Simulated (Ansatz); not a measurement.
Pulling the pair apart

The pair of NH$_{4}$⁺ (SMILES [NH4+], atoms 1–5) and SiH$_{4}$O (SMILES [SiH3]O, atoms 6–11), both closed shells, in one local arrangement (a lower one may exist), relaxed at PBE0-D4/def2-TZVP:

N1  (0.079, 0.035, -1.954)
H2  (-0.177, -0.234, -0.940)
H3  (-0.746, 0.377, -2.447)
H4  (0.451, -0.774, -2.451)
H5  (0.787, 0.770, -1.949)
Si6  (0.166, 0.250, 1.885)
O7  (-0.494, -0.562, 0.542)
H8  (0.931, -0.716, 2.699)
H9  (1.042, 1.248, 1.231)
H10  (-0.930, 0.882, 2.647)
H11  (-1.109, -1.275, 0.737)
(Å)

SiH$_{4}$O is shifted rigidly along the line between the mean atom positions of the two fragments (negative: closer). Counterpoise interaction energies in kcal/mol. Program: Ansatz 0.2.0. Basis: def2-TZVPPD. Cores are frozen in the correlated methods. B3LYP uses VWN-RPA correlation.

```csv
shift (Å),r2SCAN-D4,PBE-D4,B3LYP-D4
-0.15,-22.01,-22.27,-21.97
-0.08,-23.13,-23.48,-23.25
0.00,-23.48,-23.90,-23.74
0.08,-23.30,-23.77,-23.67
0.19,-22.47,-22.97,-22.93
0.39,-20.03,-20.52,-20.55
0.78,-14.93,-15.30,-15.36
1.55,-8.28,-8.36,-8.40
```

Q: What does CCSD(T) give at these shifts? (Judge from chemistry; the value comes from the calculation.)

A: The calculation gives: -20.03, -21.47, -22.11, -22.18, -21.64, -19.60, -14.93, -8.52 kcal/mol. For zero shift, CCSD(T) at an estimated basis limit (MP2 extrapolated from triple and quadruple zeta, plus CCSD(T) − MP2 in triple zeta) gives -22.92 kcal/mol. These are counterpoise interaction energies, counted from the two frozen fragments.

T1 diagnostic: at most 0.010.

For scale, one of the runs: CCSD(T)/def2-TZVPPD, 261 basis functions, launched by `ansatz run in.yaml --threads 4 --pin off --events-out ev --progress --plain --max-ram 9574MiB`. Time: 100 s of wall clock on 4 CPU threads of an Arm Neoverse V1; the host was shared. Peak host memory: 6.1 GiB.
